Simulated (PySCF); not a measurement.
Species: CH₃BO.
Structure used (PBE0-D3(BJ)/def2-SVP), in Å, numbered top down from 1:
```
atom  x, y, z in Å
B1    -0.540    0.006   -0.018
C2     0.978   -0.007    0.009
O3     2.109   -0.019    0.032
H4    -0.840   -0.902   -0.776
H5    -0.866   -0.191    1.142
H6    -0.834    1.116   -0.433
```

Computed with core-valence-separated Tamm–Dancoff BHandHLYP/aug-pcX-1 (pcseg-1 on H) in PySCF, non-relativistic, gas phase, PBE0-D3(BJ)/def2-SVP geometry. The energies are unshifted.

(1) List the carbon K-edge absorption lines.

(2) What does the B 1s absorption edge look like?

(3) Give energies, oscillator strengths and core holes at the O K edge.

Results:

(1) 
```json
{"E (eV)": "284.31", "f": "0.1820", "core hole on": "C2", "main final orbital": "LUMO/LUMO+1 (2 roots, f summed)", "polarisation": "across the triple bond"}
{"E (eV)": "290.42", "f": "0.0015", "core hole on": "C2", "main final orbital": "LUMO+2 (87 %)", "polarisation": "along the triple bond"}
{"E (eV)": "292.10", "f": "0.0037", "core hole on": "C2", "main final orbital": "LUMO+3/LUMO+4 (2 roots, f summed)", "polarisation": "across the triple bond"}
{"E (eV)": "292.57", "f": "0.0009", "core hole on": "C2", "main final orbital": "LUMO+5 (93 %)", "polarisation": "–"}
{"E (eV)": "293.01", "f": "0.0002", "core hole on": "C2", "main final orbital": "LUMO+6 (91 %)", "polarisation": "–"}
```

The first line with a tenth or more of the strongest one's intensity is at 284.31 eV (f = 0.182, sum of 2), with the hole on C2 (triply bonded carbon), polarised across the triple bond: a 1s→π* resonance. It is also the strongest listed.

(2) 
```csv
E (eV),f,core hole on,main final orbital
187.03,0.0005,B1,"LUMO/LUMO+1 (2 roots, f summed)"
189.45,0.0004,B1,LUMO+2 (84 %)
190.42,0.0360,B1,"LUMO+3/LUMO+4 (2 roots, f summed)"
190.56,0.0002,B1,LUMO+5 (85 %)
190.77,0.0423,B1,LUMO+6 (41 %)
```

The first line with a tenth or more of the strongest one's intensity is at 190.42 eV (f = 0.036, sum of 2), with the hole on B1 (four-coordinate boron). The strongest listed is at 190.77 eV (f = 0.042; B1).

(3) 
```
E (eV)       f  core hole on                 main final orbital            polarisation
531.78  0.0897            O3    LUMO/LUMO+1 (2 roots, f summed)  across the triple bond
536.68  0.0000            O3                      LUMO+2 (88 %)                       –
538.46  0.0040            O3  LUMO+3/LUMO+4 (2 roots, f summed)  across the triple bond
538.88  0.0062            O3                      LUMO+6 (57 %)   along the triple bond
539.46  0.0000            O3                      LUMO+5 (66 %)                       –
```

The first line with a tenth or more of the strongest one's intensity is at 531.78 eV (f = 0.090, sum of 2), with the hole on O3 (oxygen bonded to C), polarised across the triple bond: a 1s→π* resonance. It is also the strongest listed.

Roots within 0.03 eV whose holes lie on the same, on equivalent or on shared atoms are summed into one line, and the highest roots are left out, as the search may have cut off their partners. Final orbitals are the ground state's empty Kohn–Sham orbitals. A dash: too weak, shared between unlike atoms, or no plane or axis to refer to.

What is the summed oscillator strength of the listed C K lines, and their intensity-weighted mean energy?

Σf = 0.188 over 5 lines from 284.31 to 293.01 eV; the weighted mean is 284.56 eV. The strongest line holds 97 % of the sum.

Only the lowest roots of each edge were sought.
